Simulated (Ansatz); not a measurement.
# MgS: the cost of one run

The runs use Ansatz 0.2.0, Gaussian basis; def2-QZVPP, core rule «outside noble gas», up to 10 orbitals frozen.

The runs, in order: UHF; ROHF; CCSD(T) on UHF.

2 further runs of the same task are left out: 2 set aside as unsound or not needed.

## (1) The system

The geometry is a PBE0/def2-TZVP stationary point (not a proven minimum) of the parent state, kept for this charge and spin.

2 atoms, charge 1, spin multiplicity 4.

Atoms are counted from 1 here; the program's logs count them from 0.

Bond lengths: S1–Mg2 2.340 Å.

## (2) UHF

in.yaml reads:

```yaml
crystal:
  periodic: [false, false, false]
  atoms:
    - {symbol: S, position_ang: [0.000000, 0.000000, 0.000000]}
    - {symbol: Mg, position_ang: [0.000000, 0.000000, 2.340400]}
basis:
  gaussian: {orbitals: "def2-QZVPP.json"}
total_charge: 1
magnetization: {spin_polarized: true, initial_magnetization: 3}
hamiltonian: {xc: hf}
output: {orbitals: {seedname: orbitals}}
```

The run is started by

```sh
> ansatz run in.yaml --threads 1 --pin off --events-out ev --progress --plain --max-ram 2393MiB
```

**Question.** How long does this run take on 1 thread of Arm Neoverse V1, shared host, and how much memory does it need?

About 7 s, with a peak of 0.27 GiB.
